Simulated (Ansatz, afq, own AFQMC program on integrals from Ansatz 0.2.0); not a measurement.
**H3, doublet in cc-pVTZ, levels against full CI**

```xyz
3

H     0.0000    0.0000   -1.0090
H     0.0000    0.0000    0.1320
H     0.0000    0.0000    0.8770
```

Basis cc-pVTZ. Only valence electrons are correlated. Integrals, coupled cluster, full CI and functionals: Ansatz 0.2.0; the random walks run on the same integrals in our own AFQMC program. The CISD trial takes its coefficients from CCSD amplitudes. Released means that phaseless walkers are propagated on without the constraint, phases kept. ± is one standard error of the sampling.

Determinant: UHF, the one that the program's search chose, which needn't be the lowest solution. The geometry is a point of a scan.

Full CI on the same integrals is exact in this basis and with this determinant's frozen core.

- T1 diagnostic: 0.0148
- weight of the determinant in the CISD state: 0.975
- ⟨S²⟩ of the determinant: 0.764
- size of the correlated space: 3 electrons in 42 orbitals

Reference: full CI, correlation energy -1.297 eV. The released energy is read at 2.40 1/Eh (meV from the phaseless value at times in 1/Eh: -0.05 ± 0.15 at 0.24, 0.07 ± 0.10 at 0.51, -0.13 ± 0.11 at 0.99, -0.16 ± 0.11 at 1.62, -0.22 ± 0.11 at 2.40).

| level | E − E(reference) (kJ/mol) | share of correlation (%) |
| --- | --- | --- |
| HF | 125.1 | 0.00 |
| MP2 | 27.4 | 78.11 |
| CCSD | 1.1 | 99.13 |
| CCSD(T) | 0.2 | 99.82 |
| ph-AFQMC/CISD | 0.0 ± 0.02 | 99.99 |
| released AFQMC | 0.0 ± 0.01 | 100.01 |

A walk keeps the symmetry of its determinant, which the program's search chose and which needn't be the lowest solution, so a lower state of the same spin and another symmetry isn't excluded. Released energies are given only where the last usable release times agree within the noise; a slower fall can still hide under it.
